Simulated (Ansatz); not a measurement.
# AlH₃O₂: up Jacob's ladder to CCSD(T)

One table from this session's results is given with a row withheld; the runs are named, their logs left out.

Program: Ansatz 0.2.0, Gaussian basis. Level of theory: functionals in def2-TZVPP, the program's frozen cores in correlated methods. These are calculated values, not measurements.

The runs, in order: LDA (SPW92), PBE-D4, revPBE-D4, BLYP-D4, r2SCAN-D4, B97M-V, PBE0-D4, B3LYP-D4, r2SCANh-D4, r2SCAN0-D4, HSE06-D4, BHLYP-D4, CAM-B3LYP-D4, LC-ωPBE, ωB97X-V, ωB97M-V, B2PLYP, PBE-QIDH; CCSD(T)/def2-SVP; CCSD(T)/def2-TZVPP; CCSD(T)/def2-QZVPP; extrapolation to the limit; RPA on PBE.

## The relaxed structure

An earlier PBE0-D4 in a triple-zeta def2 set relaxation fixed the geometry.

SMILES `[OH][AlH][OH]`, 6 atoms, charge 0, spin multiplicity 1.

Atoms are counted from 1 here; the program's logs count them from 0.

Bond lengths: O1–Al2 1.692 Å, O1–H4 0.954 Å, Al2–O3 1.692 Å, Al2–H5 1.565 Å, O3–H6 0.954 Å. Angles: Al2–O1–H4 126.6°, O1–Al2–O3 124.1°, O1–Al2–H5 117.9°, O3–Al2–H5 117.9°, Al2–O3–H6 126.5°.

Set-up of the first run:

File in.yaml:

```yaml
crystal:
  periodic: [false, false, false]
  atoms:
    - {symbol: O, position_ang: [-1.271161, -0.307093, -0.753411]}
    - {symbol: Al, position_ang: [0.269158, 0.307193, -0.418962]}
    - {symbol: O, position_ang: [1.095599, 0.056073, 1.035610]}
    - {symbol: H, position_ang: [-1.809471, -0.839435, -0.172208]}
    - {symbol: H, position_ang: [0.974256, 1.161064, -1.525118]}
    - {symbol: H, position_ang: [0.783718, -0.441701, 1.787889]}
basis:
  gaussian: {orbitals: def2-TZVPP}
hamiltonian: {xc: lda}
output: {orbitals: {seedname: orbitals}}
```

The run is started by

```bash
ansatz run in.yaml --threads 4 --pin off --events-out ev --progress --plain --max-ram 10444MiB
```

Steps of the session up to this table: LDA; PBE-D4 (GGA); revPBE-D4 (GGA); BLYP-D4 (GGA); r2SCAN-D4 (meta-GGA); B97M-V (meta-GGA); B3LYP-D4 (hybrid); r2SCANh-D4 (hybrid); r2SCAN0-D4 (hybrid); HSE06-D4 (hybrid); BHLYP-D4 (hybrid); CAM-B3LYP-D4 (range-separated); LC-ωPBE (range-separated); ωB97X-V (range-separated); ωB97M-V (range-separated); B2PLYP (double hybrid); PBE-QIDH (double hybrid).

One table of the session follows, with a row left open; its other results are not shown here.

It belongs to the step «Frontier levels by functional». 

```
  functional  HOMO (eV)  gap (eV)
 LDA (SPW92)      -7.60      6.47
      PBE-D4      -7.38      6.43
   revPBE-D4      -7.31      6.45
     BLYP-D4      -7.29      6.32
   r2SCAN-D4      -7.77      7.37
      B97M-V      -7.83      7.02
     PBE0-D4      -9.08      8.96
    B3LYP-D4      -8.81      8.34
  r2SCANh-D4      -8.41      8.26
  r2SCAN0-D4      -9.37      9.59
    HSE06-D4      -8.67      8.18
    BHLYP-D4          ?         ?
CAM-B3LYP-D4     -10.62     11.29
     LC-ωPBE     -12.05     14.01
     ωB97X-V     -11.65     13.43
     ωB97M-V     -11.58     12.97
```

Estimate the missing values for BHLYP-D4.

Worked estimate for «HOMO (eV)». Against the share of exact exchange, BLYP-D4 (0, -7.29), B3LYP-D4 (0.2, -8.81) give a slope of -7.60 per unit share; at 0.5 the line stands at -11.09.

The run gave: HOMO (eV): -10.64; gap (eV): 11.17. In «HOMO (eV)» the line misses by -0.45.
